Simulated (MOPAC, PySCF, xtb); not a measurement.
Dimer: CH5N (SMILES CN) (first 7 atoms) with CH5N (SMILES CN); geometry from S66by8 set.
(charge 0, multiplicity 1):
```xyz
14

N     -1.7292     0.2622    -0.6586
H     -0.9006    -0.3226    -0.7090
H     -2.3911    -0.1274    -1.3169
C     -2.2893     0.1827     0.6888
H     -3.1833     0.8006     0.7500
H     -2.5533    -0.8245     1.0263
H     -1.5709     0.5900     1.3979
N      1.9003    -0.7557    -0.4518
H      2.1965    -0.4812    -1.3798
H      2.5238    -1.5034    -0.1766
C      2.0605     0.3795     0.4619
H      1.7903     0.0648     1.4675
H      3.0679     0.8013     0.4989
H      1.3680     1.1653     0.1692
```

Interaction energies are E(AB) − E(A) − E(B) at the monomers' geometry in the complex; basis-set methods are counterpoise corrected. Rows marked so take none.

Rows in 3-21G, 6-31G* carry no dispersion term and start afresh at each structure (6-31G* with six Cartesian d functions). The state that AM1 reach isn't checked.

The values were computed with MOPAC for AM1 (differences of heats of formation); PySCF for 3-21G rows, 6-31G* rows; xtb for the GFN methods. Each number belongs to the level named beside it.

Q: One of these levels gives -2.64 kcal/mol for the interaction energy. Name it.
(A) HF/3-21G (no counterpoise)
(B) GFN-FF
(C) AM1
(D) HF/6-31G*

A: B, GFN-FF. The others give -0.79 (AM1), -3.56 (HF/3-21G (no counterpoise)), -1.81 (HF/6-31G*)
